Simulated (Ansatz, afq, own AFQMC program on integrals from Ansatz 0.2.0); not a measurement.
# GeH$_{3}$, doublet in 6-31G, levels against full CI

```xyz
4

Ge    0.0000    0.0000   -0.0240
H     1.8781    0.0217    0.5802
H    -0.9593    1.6167    0.5749
H    -0.9220   -1.6381    0.5754
```

Basis 6-31G. Noble-gas cores (and the filled d shells of Ga–Kr and In–Xe) are frozen. AFQMC by an in-house program on the Cholesky factors that Ansatz 0.2.0 writes for its CCSD(T) run. The CISD trial takes its coefficients from CCSD amplitudes. Released means that phaseless walkers are propagated on without the constraint, phases kept. Uncertainties: one standard error, sampling alone. No spin–orbit coupling.

Determinant: UHF, the one that the program's search chose, which needn't be the lowest solution. The geometry is a point of a scan.

Full CI on the same integrals is exact in this basis and with this determinant's frozen core.

Cautions: no relativity below Rb; no spin-orbit coupling; inner d shell frozen; the released energies are still falling, so no released level is given (meV from the phaseless value at times in 1/Eh: -2.0 ± 1.8 at 0.24, -2.6 ± 1.6 at 0.51, -5.4 ± 1.3 at 0.99, -8.5 ± 1.2 at 1.62, -12.1 ± 1.3 at 2.40); the ph-AFQMC/HF walk drifts between its halves (2.1 errors).

- T1 diagnostic: 0.0325
- weight of the determinant in the CISD state: 0.878
- ⟨S²⟩ of the determinant: 0.791
- size of the correlated space: 7 electrons in 21 orbitals

Reference: full CI, correlation energy -2.669 eV.

| level | E − E(reference) (kJ/mol) | share of correlation (%) |
| --- | --- | --- |
| HF | 257.5 | 0.00 |
| MP2 | 98.8 | 61.64 |
| CCSD | 9.6 | 96.27 |
| CCSD(T) | 3.6 | 98.60 |
| ph-AFQMC/HF | 8.1 ± 2.3 | 96.86 |
| ph-AFQMC/CISD | 1.6 ± 0.2 | 99.39 |

A walk keeps the symmetry of its determinant, which the program's search chose and which needn't be the lowest solution, so a lower state of the same spin and another symmetry isn't excluded.
